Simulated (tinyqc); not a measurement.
CCD on RHF in the sto-3g basis, for BH3, spin multiplicity 1, step by step. One step of it, computed by the program tinyqc.

Task: Iteration 7 (converged): orbitals. Diagonalise F' = X^T F X, C = X C', fill 4 alpha and 4 beta electrons from the bottom; D = 2 C_occ C_occ^T. Each column has its largest component positive (the first on a tie).

converged F (hartree), order 1B 1s, 1B 2s, 1B 2px, 1B 2py, 1B 2pz, 2H 1s, 3H 1s, 4H 1s:
$$\begin{pmatrix}
-7.424291 & -2.176195 & 0.000002 & 0.000000 & -0.000677 & -0.385041 & -0.385453 & -0.385453 \\
-2.176195 & -1.052126 & 0.000071 & 0.000000 & 0.006279 & -0.466543 & -0.466833 & -0.466833 \\
0.000002 & 0.000071 & -0.123275 & 0.000000 & -0.000005 & -0.364399 & 0.182201 & 0.182201 \\
0.000000 & 0.000000 & 0.000000 & -0.123481 & 0.000000 & 0.000000 & -0.315707 & 0.315707 \\
-0.000677 & 0.006279 & -0.000005 & 0.000000 & 0.243598 & 0.007105 & 0.007112 & 0.007112 \\
-0.385041 & -0.466543 & -0.364399 & 0.000000 & 0.007105 & -0.312597 & -0.092621 & -0.092621 \\
-0.385453 & -0.466833 & 0.182201 & -0.315707 & 0.007112 & -0.092621 & -0.312860 & -0.092639 \\
-0.385453 & -0.466833 & 0.182201 & 0.315707 & 0.007112 & -0.092621 & -0.092639 & -0.312860
\end{pmatrix}$$

X, order 1B 1s, 1B 2s, 1B 2px, 1B 2py, 1B 2pz, 2H 1s, 3H 1s, 4H 1s:
$$\begin{pmatrix}
1.032827 & -0.170987 & 0.000005 & 0.000000 & 0.000857 & 0.025648 & 0.025655 & 0.025655 \\
-0.170987 & 1.280862 & -0.000081 & 0.000000 & -0.007281 & -0.260414 & -0.260635 & -0.260635 \\
0.000005 & -0.000081 & 1.142382 & 0.000000 & 0.000003 & -0.282276 & 0.141180 & 0.141180 \\
0.000000 & 0.000000 & 0.000000 & 1.142580 & 0.000000 & 0.000000 & -0.244681 & 0.244681 \\
0.000857 & -0.007281 & 0.000003 & 0.000000 & 1.000210 & 0.007554 & 0.007562 & 0.007562 \\
0.025648 & -0.260414 & -0.282276 & 0.000000 & 0.007554 & 1.176047 & -0.010151 & -0.010151 \\
0.025655 & -0.260635 & 0.141180 & -0.244681 & 0.007562 & -0.010151 & 1.176283 & -0.010188 \\
0.025655 & -0.260635 & 0.141180 & 0.244681 & 0.007562 & -0.010151 & -0.010188 & 1.176283
\end{pmatrix}$$

Give: F' = X^T F X; orbital energies; coefficients C; D after iteration 7.

Result:

F' = X^T F X (hartree):
$$\begin{pmatrix}
-7.2318 & -1.1832 & 0.0000 & 0.0000 & 0.0005 & -0.0222 & -0.0224 & -0.0224 \\
-1.1832 & -0.2598 & 0.0000 & 0.0000 & -0.0049 & -0.3369 & -0.3371 & -0.3371 \\
0.0000 & 0.0000 & 0.1654 & 0.0000 & 0.0000 & -0.4239 & 0.2120 & 0.2120 \\
0.0000 & 0.0000 & 0.0000 & 0.1655 & 0.0000 & 0.0000 & -0.3673 & 0.3673 \\
0.0005 & -0.0049 & 0.0000 & 0.0000 & 0.2440 & 0.0089 & 0.0089 & 0.0089 \\
-0.0222 & -0.3369 & -0.4239 & 0.0000 & 0.0089 & 0.0172 & -0.0245 & -0.0245 \\
-0.0224 & -0.3371 & 0.2120 & -0.3673 & 0.0089 & -0.0245 & 0.0172 & -0.0246 \\
-0.0224 & -0.3371 & 0.2120 & 0.3673 & 0.0089 & -0.0245 & -0.0246 & 0.0172
\end{pmatrix}$$

orbital energies (hartree): MO1 -7.4296, MO2 -0.6168, MO3 -0.4195, MO4 -0.4194, MO5 0.2433, MO6 0.5236, MO7 0.6264, MO8 0.6268

coefficients C, order 1B 1s, 1B 2s, 1B 2px, 1B 2py, 1B 2pz, 2H 1s, 3H 1s, 4H 1s:
$$\begin{pmatrix}
0.9914 & -0.2244 & 0.0000 & -0.0001 & -0.0142 & -0.2542 & 0.0003 & 0.0000 \\
0.0336 & 0.6125 & 0.0000 & 0.0002 & 0.0610 & 1.2221 & -0.0014 & 0.0000 \\
0.0000 & -0.0001 & 0.0000 & 0.5000 & 0.0000 & 0.0010 & 1.0838 & 0.0000 \\
0.0000 & 0.0000 & 0.4999 & 0.0000 & 0.0000 & 0.0000 & 0.0000 & 1.0841 \\
-0.0001 & -0.0045 & 0.0000 & 0.0000 & 0.9981 & -0.0661 & 0.0001 & 0.0000 \\
-0.0054 & 0.2770 & 0.0000 & 0.5369 & -0.0243 & -0.6614 & -0.8535 & 0.0000 \\
-0.0054 & 0.2773 & 0.4648 & -0.2683 & -0.0243 & -0.6604 & 0.4278 & -0.7400 \\
-0.0054 & 0.2773 & -0.4648 & -0.2683 & -0.0243 & -0.6604 & 0.4278 & 0.7400
\end{pmatrix}$$

D after iteration 7, order 1B 1s, 1B 2s, 1B 2px, 1B 2py, 1B 2pz, 2H 1s, 3H 1s, 4H 1s:
$$\begin{pmatrix}
2.0663 & -0.2084 & 0.0000 & 0.0000 & 0.0018 & -0.1351 & -0.1351 & -0.1351 \\
-0.2084 & 0.7525 & 0.0000 & 0.0000 & -0.0055 & 0.3391 & 0.3392 & 0.3392 \\
0.0000 & 0.0000 & 0.4999 & 0.0000 & 0.0000 & 0.5368 & -0.2683 & -0.2683 \\
0.0000 & 0.0000 & 0.0000 & 0.4999 & 0.0000 & 0.0000 & 0.4648 & -0.4648 \\
0.0018 & -0.0055 & 0.0000 & 0.0000 & 0.0000 & -0.0025 & -0.0025 & -0.0025 \\
-0.1351 & 0.3391 & 0.5368 & 0.0000 & -0.0025 & 0.7301 & -0.1345 & -0.1345 \\
-0.1351 & 0.3392 & -0.2683 & 0.4648 & -0.0025 & -0.1345 & 0.7299 & -0.1344 \\
-0.1351 & 0.3392 & -0.2683 & -0.4648 & -0.0025 & -0.1345 & -0.1344 & 0.7299
\end{pmatrix}$$
